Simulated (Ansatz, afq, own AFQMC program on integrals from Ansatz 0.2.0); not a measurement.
**NH⁻, doublet → NH, triplet**

```yaml
atoms:
  - { symbol: N, position_ang: [0.0000, 0.0000, 0.0000] }
  - { symbol: H, position_ang: [0.0000, 0.0000, 1.0366] }
```

E(triplet, charge +0) − E(doublet, charge -1) at this geometry, on UHF and UHF determinants.

Basis 6-31++G**. Only valence electrons are correlated. Integrals, coupled cluster, full CI and functionals: Ansatz 0.2.0; the random walks run on the same integrals in our own AFQMC program. ph-AFQMC/CISD is guided by a CISD state made of CCSD amplitudes; releasing the constraint for a short imaginary time cuts its bias at the price of noise, slowly where states lie close. Free projection: walkers drawn from exp(T), propagated without any constraint. Its projection time is finite, and what remains of the start isn't in its error. ± is one standard error of the sampling. The errors of all members are added in quadrature.

Full CI on the same integrals is exact in this basis and with this determinant's frozen core.

Errors are counted within 6-31++G**, not against nature.

Cautions: NH⁻ (doublet): at this level and basis the anion state lies above a neutral one, an unrestricted solution with more broken spin lies lower; NH (triplet): lower spins were not checked, the ph-AFQMC/HF walk drifts between its halves (2.1 errors); this needn't be the first ionization.

Reference (full CI): -0.202 eV.

```
         level  vertical detachment energy (eV)  error against FCI (eV)
            HF                           -1.520                  -1.318
           MP2                           -0.167                   0.034
          CCSD                           -0.294                  -0.092
       CCSD(T)                           -0.220                  -0.018
         CCSDT                           -0.212                  -0.010
      CCSDT(Q)                           -0.200                   0.001
   ph-AFQMC/HF                   -0.151 ± 0.060           0.051 ± 0.060
 ph-AFQMC/CISD                   -0.208 ± 0.013          -0.007 ± 0.013
released AFQMC                   -0.203 ± 0.014          -0.001 ± 0.014
    free AFQMC                   -0.202 ± 0.015           0.000 ± 0.015
```

Correlation beyond CCSD(T) adds 0.018 eV. The perturbative (T) step is worth +0.074 eV.

CCSDT and higher add their correlation energy to the determinant of the CCSD(T) run, since their own runs factorise the integrals more tightly (a shift of under 2 meV). Free projections are given only where their last times agree within the noise and don't stop above the reference; a slow remainder of the start can still hide under it. A walk keeps the symmetry of its determinant, which the program's search chose and which needn't be the lowest solution, so a lower state of the same spin and another symmetry isn't excluded. Released energies are given only where the last usable release times agree within the noise; a slower fall can still hide under it.
